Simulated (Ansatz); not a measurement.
in.yaml

```yaml
crystal:
  periodic: [false, false, false]
  atoms:
    - {symbol: Se, position_ang: [0.000000, 0.000000, 0.000000]}
    - {symbol: Na, position_ang: [0.000000, 0.000000, 2.781000]}
basis:
  gaussian: {orbitals: aug-cc-pVDZ}
total_charge: -1
magnetization: {spin_polarized: false, initial_magnetization: 2}
correlation: {method: sc_nevpt2, electrons: outside_noble_gas, active_space: {window: {electrons: 4, orbitals: 4}, states: [{multiplicity: 3, irrep: 12, weights: [1]}]}}
accuracy: high
```

```sh
$ ansatz run in.yaml --threads 1 --pin off --events-out ev --progress --plain --max-ram 2393MiB
```

Q: One thing in this input was set wrong on purpose, beside settings that are merely unusual. What is the gravest fault, and what does the program do?

A: Irrep not in the group. How the run ends: stopped by an error.
```
1105 factors; integrals over basis functions are off by at most 4.6e-9 eV
mean field evaluation 1: about -69706.7780 eV, gradient 1.3e1 eV
mean field evaluation 2: about -69706.7861 eV, gradient 1.3e1 eV
mean field evaluation 4: about -69708.0618 eV, gradient 1.3e0 eV
mean field evaluation 8: about -69708.1160 eV, gradient 1.9e-1 eV
mean field evaluation 16: about -69708.0387 eV, gradient 2.9e0 eV
mean field evaluation 32: about -69707.6808 eV, gradient 2.0e-8 eV
mean field evaluation 64: about -69708.1130 eV, gradient 2.2e-1 eV
mean field evaluation 96: about -69707.1367 eV, gradient 4.4e-1 eV
mean field evaluation 128: about -69704.8993 eV, gradient 5.7e0 eV
mean field evaluation 160: about -69707.1678 eV, gradient 1.2e-8 eV
mean field -69708.11738035 eV, -2561.7260638690 hartree, gradient 3.7e-8 eV, S^2 2.000000; 16 other end points of the search recorded, 0 dependent functions left out
reference -69708.11738035 eV, -2561.7260638690 hartree; 24, 22 occupied and 39, 41 virtual orbitals, 1105 factors
Error: the irrep 12 is not accepted for these orbitals, which take A1, B1, B2, A2, or 1 to 4
```
